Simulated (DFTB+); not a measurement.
DFTB+ input (SCC-DFTB): The folder sk holds the Slater-Koster set scc that CP2K ships.

```
Geometry = xyzFormat {
9

C     -0.01425270     0.12435824     1.95470681
C     -0.00757315    -0.19118066     0.64278123
C     -0.00245344    -0.56690684    -0.56877122
C      0.01816492     0.29533709    -1.79293461
H     -0.94020781     0.24704578     2.51109267
H      0.90535390     0.22409239     2.52600983
H      0.03014765     1.38655717    -1.59635947
H      0.89256220     0.07548540    -2.42067109
H     -0.85116970     0.09717232    -2.43476519
}
Hamiltonian = DFTB {
  SCC = Yes
  SCCTolerance = 1e-8
  MaxSCCIterations = 300
  Charge = -1
  SlaterKosterFiles = Type2FileNames {
    Prefix = "sk/"
    Separator = ""
    Suffix = ".spl"
    LowerCaseTypeName = Yes
  }
  MaxAngularMomentum {
    C = "p"
    H = "s"
  }
  Filling = Fermi { Temperature [K] = 0 }
}
ParserOptions { ParserVersion = 14 }
```

From the last part of the output:

```
    4   2   1   1       0.92420694  p_x
    5   1   0   0       0.97822931  s
    6   1   0   0       0.97822931  s
    7   1   0   0       1.00684318  s
    8   1   0   0       1.00967244  s
    9   1   0   0       1.00967244  s

Fermi level:                         0.1800766380 H            4.9001 eV
Band energy:                        -3.1091485922 H          -84.6042 eV
TS:                                  0.0000000000 H            0.0000 eV
Band free energy (E-TS):            -3.1091485922 H          -84.6042 eV
Extrapolated E(0K):                 -3.1091485922 H          -84.6042 eV
Input / Output electrons (q):     22.0000000000     22.0000000000

Energy H0:                          -9.0660591984 H         -246.7000 eV
Energy SCC:                          0.1493461359 H            4.0639 eV
Total Electronic energy:            -8.9167130625 H         -242.6361 eV
Repulsive energy:                    0.2559551422 H            6.9649 eV
Total energy:                       -8.6607579203 H         -235.6712 eV
Extrapolated to 0:                  -8.6607579203 H         -235.6712 eV
Total Mermin free energy:           -8.6607579203 H         -235.6712 eV
Force related energy:               -8.6607579203 H         -235.6712 eV

Non-constrained calculation

SCC converged

Warning: dipole moment is not defined absolutely!
Dipole moment:    0.01044548    0.39730524   -0.68097990 au
Dipole moment:    0.02654976    1.00984927   -1.73087839 Debye
```

The dipole moment of an ion depends on the origin.
